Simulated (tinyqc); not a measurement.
Inside a calculation. Method: geometry optimisation on the RHF/sto-3g surface (energies and gradients from PySCF), for BH2+, spin multiplicity 1. Computed by tinyqc, a small Python program that keeps every step (integrals from PySCF). Settings: charge = 1, multiplicity = 1, basis = sto-3g, optimiser = bfgs, first Hessian = 0.6, largest step = 0.1, iteration cap = 30. Command: `OMP_NUM_THREADS=1 python tinyqc.py 22024 22025 out.jsonl` (the two numbers bound the seeds that draw the settings). One thread of a shared host (Intel(R) Xeon(R) Processor @ 2.60GHz), about 1 s of CPU time with the checks.

## Step 1: energy and gradient

positions at the start (bohr):
```
           x         y         z
1B  -0.07937  -0.02835  -0.01512
2H   0.08504   2.08815   1.02801
3H   0.04913  -2.19397   0.90896
```

Self-consistent energy and analytic gradient at these positions.

energy = -25.1368841 hartree

gradient (hartree/bohr):
```
             x           y           z
1B  -0.0129921   0.0006403  -0.0872128
2H   0.0066877   0.0162573   0.0444205
3H   0.0063044  -0.0168977   0.0427923
```

## Step 1: move

Quasi-Newton step p = -H^(-1) g (first H = 0.6 times the unit matrix); steps longer than 0.1 bohr are cut back (factor 0.543 here).

positions after step 1 (bohr):
```
           x         y        z
1B  -0.06761  -0.02893  0.06380
2H   0.07899   2.07344  0.98782
3H   0.04343  -2.17868  0.87024
```

## Step 2: energy and gradient

As before.

energy = -25.1465701 hartree

gradient (hartree/bohr):
```
             x           y           z
1B  -0.0101135   0.0012364  -0.0679104
2H   0.0051061   0.0030286   0.0341829
3H   0.0050073  -0.0042650   0.0337275
```

## Step 2: move

inverse Hessian in use (bohr^2/hartree):
```
          1         2         3         4         5         6         7         8
1   1.70415  -0.00716   0.25174  -0.01857   0.02235  -0.12530  -0.01890  -0.01519
2  -0.00716   1.66728  -0.04804   0.00365   0.00554   0.02432   0.00351  -0.00615
3   0.25174  -0.04804   3.35755  -0.12477   0.14981  -0.84161  -0.12697  -0.10177
4  -0.01857   0.00365  -0.12477   1.67586  -0.01240   0.06204   0.00938   0.00875
5   0.02235   0.00554   0.14981  -0.01240   1.55206  -0.07996  -0.00995   0.10907
6  -0.12530   0.02432  -0.84161   0.06204  -0.07996   2.08534   0.06325   0.05564
7  -0.01890   0.00351  -0.12697   0.00938  -0.00995   0.06325   1.67619   0.00644
8  -0.01519  -0.00615  -0.10177   0.00875   0.10907   0.05564   0.00644   1.56375
9  -0.12644   0.02371  -0.84927   0.06272  -0.06985   0.42294   0.06372   0.04614

          9
1  -0.12644
2   0.02371
3  -0.84927
4   0.06272
5  -0.06985
6   0.42294
7   0.06372
8   0.04614
9   2.09300
```

Quasi-Newton step p = -H^(-1) g (the inverse Hessian comes from BFGS updates; coordinates in the order x, y, z of each atom); steps longer than 0.1 bohr are cut back (factor 0.280 here).

positions after step 2 (bohr):
```
           x         y        z
1B  -0.05560  -0.03091  0.14449
2H   0.07299   2.07662  0.94748
3H   0.03741  -2.17987  0.82987
```

## Step 3: energy and gradient

As before.

energy = -25.1539990 hartree

gradient (hartree/bohr):
```
             x           y           z
1B  -0.0077989   0.0010257  -0.0523703
2H   0.0038637  -0.0061297   0.0261055
3H   0.0039351   0.0051040   0.0262648
```

## Step 3: move

inverse Hessian in use (bohr^2/hartree):
```
          1         2         3         4         5         6         7         8
1   1.72931  -0.01112   0.42075  -0.03048   0.10645  -0.20759  -0.03217  -0.09532
2  -0.01112   1.66791  -0.07469   0.00552  -0.00832   0.03728   0.00560   0.00709
3   0.42075  -0.07469   4.49259  -0.20471   0.71464  -1.39425  -0.21604  -0.63995
4  -0.03048   0.00552  -0.20471   1.68147  -0.05420   0.10091   0.01567   0.04868
5   0.10645  -0.00832   0.71464  -0.05420   1.59479  -0.36169  -0.05225   0.08020
6  -0.20759   0.03728  -1.39425   0.10091  -0.36169   2.35422   0.10667   0.32441
7  -0.03217   0.00560  -0.21604   0.01567  -0.05225   0.10667   1.68316   0.04665
8  -0.09532   0.00709  -0.63995   0.04868   0.08020   0.32441   0.04665   1.57938
9  -0.21316   0.03741  -1.43168   0.10380  -0.35295   0.70669   0.10936   0.31554

          9
1  -0.21316
2   0.03741
3  -1.43168
4   0.10380
5  -0.35295
6   0.70669
7   0.10936
8   0.31554
9   2.39165
```

Quasi-Newton step p = -H^(-1) g (the inverse Hessian comes from BFGS updates; coordinates in the order x, y, z of each atom); steps longer than 0.1 bohr are cut back (factor 0.245 here).

positions after step 3 (bohr):
```
           x         y        z
1B  -0.04386  -0.03282  0.22329
2H   0.06725   2.09296  0.90847
3H   0.03142  -2.19431  0.79009
```

## Convergence

Stop when the largest gradient component is below 3e-5 hartree/bohr. The inverse Hessian follows the BFGS update with s = step, y = change of gradient.

Course of the optimisation:

| step | E (hartree) | largest gradient (hartree/bohr) |
|---|---|---|
| 1 | -25.1368841 | 8.72e-02 |
| 2 | -25.1465701 | 6.79e-02 |
| 3 | -25.1539990 | 5.24e-02 |
| 4 | -25.1598803 | 4.12e-02 |
| 5 | -25.1646882 | 3.30e-02 |
| 6 | -25.1685638 | 2.61e-02 |
| 7 | -25.1714872 | 1.93e-02 |
| 8 | -25.1733982 | 1.20e-02 |
| 9 | -25.1742601 | 5.11e-03 |
| 10 | -25.1743709 | 4.30e-03 |
| 11 | -25.1744239 | 1.78e-03 |
| 12 | -25.1744321 | 2.14e-04 |
| 13 | -25.1744322 | 1.59e-04 |
| 14 | -25.1744323 | 4.48e-05 |
| 15 | -25.1744323 | 5.18e-07 |

Final distances (angstrom):

| pair | distance |
|---|---|
| 2H-1B | 1.18649 |
| 3H-1B | 1.18649 |
| 3H-2H | 2.37298 |

Converged in 15 steps.
